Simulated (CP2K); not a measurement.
# GFN1-xTB run of C2H2FN (fluoroacetonitrile)

Aim: the energy difference between two shapes of C2H2FN (fluoroacetonitrile) at GFN1-xTB, from 2 runs. Input form: an ASE script.

Program for the calculation: CP2K 2026.2.

4 further runs of the same task are left out: 2 that didn't finish, 2 set aside as unsound or not needed.

## Step 1: The system as given

C2H2FN has 6 atoms, charge 0, and is taken as a singlet. SMILES: `N#CCF`. The coordinates come from a PBE0-D4/def2-TZVP relaxation.

Bond lengths: N1–C2 1.148 Å, C2–C3 1.461 Å, C3–F4 1.369 Å, C3–H5 1.094 Å, C3–H6 1.094 Å. Angles: N1–C2–C3 178.6°, C2–C3–F4 110.8°, C2–C3–H5 109.3°, C2–C3–H6 109.3°, F4–C3–H5 109.1°, F4–C3–H6 109.1°, H5–C3–H6 109.3°.

## Step 2: Energy and forces at GFN1-xTB

Contents of molecule.xyz:

```xyz
6

N     -1.529900    -1.437900     0.378100
C     -0.705300    -0.665400     0.173900
C      0.326600     0.340600    -0.065100
F      1.299700    -0.150000    -0.893200
H      0.778700     0.627700     0.888400
H     -0.127700     1.220900    -0.528300
```

Contents of run.py:

```python
import numpy as np
from ase.io import read
from ase.calculators.cp2k import CP2K

atoms = read("molecule.xyz")
atoms.set_cell([12.8, 12.7, 11.8])
atoms.center()
inp = """
&FORCE_EVAL
  METHOD Quickstep
  &DFT
    &QS
      METHOD XTB
      EPS_DEFAULT 1.0E-10
      &XTB
        GFN_TYPE 1
        CHECK_ATOMIC_CHARGES F
      &END XTB
    &END QS
    &POISSON
      PERIODIC NONE
      POISSON_SOLVER ANALYTIC
    &END POISSON
    &SCF
      SCF_GUESS ATOMIC
      EPS_SCF 1.0E-06
      MAX_SCF 150
      ADDED_MOS 4
      &DIAGONALIZATION
        ALGORITHM STANDARD
      &END DIAGONALIZATION
      &MIXING
        METHOD BROYDEN_MIXING
        ALPHA 0.2
        NBUFFER 8
      &END MIXING
      &SMEAR ON
        METHOD FERMI_DIRAC
        ELECTRONIC_TEMPERATURE [K] 300
      &END SMEAR
    &END SCF
    &PRINT
      &MOMENTS
        PERIODIC F
        REFERENCE COM
        MAX_MOMENT 1
      &END MOMENTS
      &MO ON
        ENERGIES T
        OCCUPATION_NUMBERS T
        NDIGITS 6
        &EACH
          QS_SCF 0
        &END EACH
        ADD_LAST NUMERIC
      &END MO
      &HIRSHFELD OFF
      &END HIRSHFELD
    &END PRINT
  &END DFT
  &SUBSYS
  &END SUBSYS
&END FORCE_EVAL
"""
cp2k = CP2K(command="cp2k.psmp -s", label="calc", inp=inp, basis_set=None, basis_set_file=None, potential_file=None, pseudo_potential=None, xc=None, cutoff=None, max_scf=None, charge=None, uks=False,
            force_eval_method=None, print_level="LOW", poisson_solver=None, stress_tensor=False)
atoms.calc = cp2k
e = atoms.get_potential_energy()
f = atoms.get_forces()
print(f"energy = {e:.6f} eV")
print("forces (eV/angstrom):")
for s, v in zip(atoms.get_chemical_symbols(), f):
    print(f"{s:2s} {v[0]:10.5f} {v[1]:10.5f} {v[2]:10.5f}")
```

The run is started by

```
OMP_NUM_THREADS=1 python run.py
```

The program printed:

```text
energy = -369.762277 eV
forces (eV/angstrom):
N     0.15324    0.14966   -0.03547
C    -0.13004   -0.23852   -0.01652
C    -0.07129   -0.13917   -0.01149
F    -0.22524    0.16491    0.21350
H     0.19739   -0.00856    0.01939
H     0.07595    0.07166   -0.16940
```

calc.out:

```text
CP2K| version string:                                       CP2K version 2026.2
 CP2K| Input file name                                                  calc.inp

 GLOBAL| Basis set file name                                           BASIS_SET
 GLOBAL| Potential file name                                           POTENTIAL
 GLOBAL| Coordinate file name                                      __STD_INPUT__
 GLOBAL| Method name                                                        CP2K
 GLOBAL| Project name                                                       calc
 GLOBAL| Run type                                                   ENERGY_FORCE
 GLOBAL| FFT library                                                       FFTW3
 GLOBAL| Diagonalization library                                       ScaLAPACK
 GLOBAL| Global print level                                                  LOW
 GLOBAL| Total number of message passing processes                             1
 GLOBAL| Number of threads for this process                                    1
 GLOBAL| CPU model name                                                  UNKNOWN

 GENERATE|  Preliminary Number of Bonds generated:                             0
 GENERATE|  Achieved consistency in connectivity generation.

[... 3 lines left out ...]
 *** WARNING in qs_kind_types.F:2330 :: Information provided in the input ***
[... 5 lines left out ...]
 *** WARNING in qs_kind_types.F:2330 :: Information provided in the input ***
[... 75 lines left out ...]
  *** SCF run converged in    23 steps ***
[... 2 lines left out ...]
  Repulsive potential energy:                                   0.15539088782096
[... 1 line left out ...]
  DFTB3 3rd order energy:                                      -0.00042687689656
[... 2 lines left out ...]
  Electronic entropic energy:                                  -0.00000000000000
[... 2 lines left out ...]
  Total energy:                                               -13.58851412792600
[... 2 lines left out ...]
 TB_DIPOLE| Dipole type                                             non-periodic
[... 1 line left out ...]
 TB_DIPOLE| Moment [a.u.]           0.03731017       0.86838361       0.33974246
[... 1 line left out ...]
 TB_DIPOLE| Derivative [a.u.]       0.00000000       0.00000000       0.00000000
[... 39 lines left out ...]
 -------------------------------------------------------------------------------
```

Run time: 0.93 s. Hardware: 1 thread of Arm Neoverse V1, shared host.

## Step 3: The distorted shape, same level

Contents of molecule.xyz:

```xyz
6

N     -1.539713    -1.417300     0.401284
C     -0.727389    -0.654784     0.189186
C      0.319062     0.347656    -0.070699
F      1.320601    -0.162848    -0.899923
H      0.768758     0.633129     0.863731
H     -0.111104     1.270783    -0.545535
```

Contents of job.py:

```python
import numpy as np
from ase.io import read
from ase.calculators.cp2k import CP2K

atoms = read("molecule.xyz")
atoms.set_cell([12.9, 12.7, 11.8])
atoms.center()
cp2k_input = """
&FORCE_EVAL
    METHOD QUICKSTEP
    &DFT
        CHARGE 0
        MULTIPLICITY 1
        # Quickstep
        &QS
            METHOD XTB
            EPS_DEFAULT 1.0E-10
            &XTB
                GFN_TYPE 1
                CHECK_ATOMIC_CHARGES F
            &END XTB
        &END QS
        &POISSON
            PERIODIC NONE
            POISSON_SOLVER ANALYTIC
        &END POISSON
        &SCF
            SCF_GUESS ATOMIC
            EPS_SCF 1.0E-06
            MAX_SCF 150
            ADDED_MOS 4
            &DIAGONALIZATION
                ALGORITHM STANDARD
            &END DIAGONALIZATION
            &MIXING
                METHOD BROYDEN_MIXING
                ALPHA 0.2
                NBUFFER 8
            &END MIXING
            &SMEAR ON
                METHOD FERMI_DIRAC
                ELECTRONIC_TEMPERATURE [K] 300
            &END SMEAR
        &END SCF
        # extra output
        &PRINT
            &MOMENTS
                PERIODIC F
                REFERENCE COM
                MAX_MOMENT 1
            &END MOMENTS
            &MO ON
                ENERGIES T
                OCCUPATION_NUMBERS T
                NDIGITS 6
                &EACH
                    QS_SCF 0
                &END EACH
                ADD_LAST NUMERIC
            &END MO
            &HIRSHFELD OFF
            &END HIRSHFELD
        &END PRINT
    &END DFT
    # atoms, cell and kinds
    &SUBSYS
    &END SUBSYS
&END FORCE_EVAL
"""
cp2k = CP2K(command="cp2k.psmp -s", label="gas", inp=cp2k_input, basis_set=None, basis_set_file=None, potential_file=None, pseudo_potential=None, xc=None, cutoff=None, max_scf=None, charge=None, uks=False,
            force_eval_method=None, print_level="LOW", poisson_solver=None, stress_tensor=False)
atoms.calc = cp2k
e = atoms.get_potential_energy()
f = atoms.get_forces()
print(f"energy = {e:.6f} eV")
print("forces (eV/angstrom):")
for s, v in zip(atoms.get_chemical_symbols(), f):
    print(f"{s:2s} {v[0]:10.5f} {v[1]:10.5f} {v[2]:10.5f}")
```

The run is started by

```
OMP_NUM_THREADS=1 python job.py
```

The program printed:

```text
energy = -369.706236 eV
forces (eV/angstrom):
N    -1.17349   -1.07744    0.33191
C     1.52469    1.31019   -0.62409
C    -0.15979    0.01374   -1.04142
F    -0.96759    0.44097    0.68960
H     0.45113    0.10970    0.52526
H     0.32505   -0.79717    0.11875
```

gas.out:

```text
CP2K| version string:                                       CP2K version 2026.2
 CP2K| Input file name                                                   gas.inp

 GLOBAL| Basis set file name                                           BASIS_SET
 GLOBAL| Potential file name                                           POTENTIAL
 GLOBAL| Coordinate file name                                      __STD_INPUT__
 GLOBAL| Method name                                                        CP2K
 GLOBAL| Project name                                                        gas
 GLOBAL| Run type                                                   ENERGY_FORCE
 GLOBAL| FFT library                                                       FFTW3
 GLOBAL| Diagonalization library                                       ScaLAPACK
 GLOBAL| Global print level                                                  LOW
 GLOBAL| Total number of message passing processes                             1
 GLOBAL| Number of threads for this process                                    1
 GLOBAL| CPU model name                                                  UNKNOWN

 GENERATE|  Preliminary Number of Bonds generated:                             0
 GENERATE|  Achieved consistency in connectivity generation.

[... 3 lines left out ...]
 *** WARNING in qs_kind_types.F:2330 :: Information provided in the input ***
[... 5 lines left out ...]
 *** WARNING in qs_kind_types.F:2330 :: Information provided in the input ***
[... 75 lines left out ...]
  *** SCF run converged in    23 steps ***
[... 2 lines left out ...]
  Repulsive potential energy:                                   0.16152725095232
[... 1 line left out ...]
  DFTB3 3rd order energy:                                      -0.00048118916054
[... 2 lines left out ...]
  Electronic entropic energy:                                  -0.00000000000000
[... 2 lines left out ...]
  Total energy:                                               -13.58645461838225
[... 2 lines left out ...]
 TB_DIPOLE| Dipole type                                             non-periodic
[... 1 line left out ...]
 TB_DIPOLE| Moment [a.u.]          -0.00474238       0.86462567       0.34640219
[... 1 line left out ...]
 TB_DIPOLE| Derivative [a.u.]       0.00000000       0.00000000       0.00000000
[... 39 lines left out ...]
 -------------------------------------------------------------------------------
```

Wall time 0.95 s (1 thread of Arm Neoverse V1, shared host).

## Step 4: Outcome

Level: GFN1-xTB.

```
                                                  quantity         value
                                 first shape: total energy  -13.58851 Eh
    first shape: dipole moment (from atomic charges alone)        2.37 D
                                  first shape: HOMO energy     -13.67 eV
                                  first shape: LUMO energy      -7.13 eV
                                first shape: HOMO–LUMO gap       6.54 eV
                            first shape: dispersion energy  -3.13 kJ/mol
                             distorted shape: total energy  -13.58645 Eh
distorted shape: dipole moment (from atomic charges alone)        2.37 D
                              distorted shape: HOMO energy     -13.70 eV
                              distorted shape: LUMO energy      -7.08 eV
                            distorted shape: HOMO–LUMO gap       6.62 eV
                        distorted shape: dispersion energy  -3.13 kJ/mol
                    energy change with the atoms displaced      0.056 eV
```

What this shows: With the atoms displaced the energy rises by 0.06 eV (5.4 kJ/mol). The first shape isn't relaxed at this level, so the change isn't measured from a minimum. The dipole (first shape) comes from point charges on the atoms alone, without atomic dipoles, so it is partial. The dipole (distorted shape) comes from point charges on the atoms alone, without atomic dipoles, so it is partial.
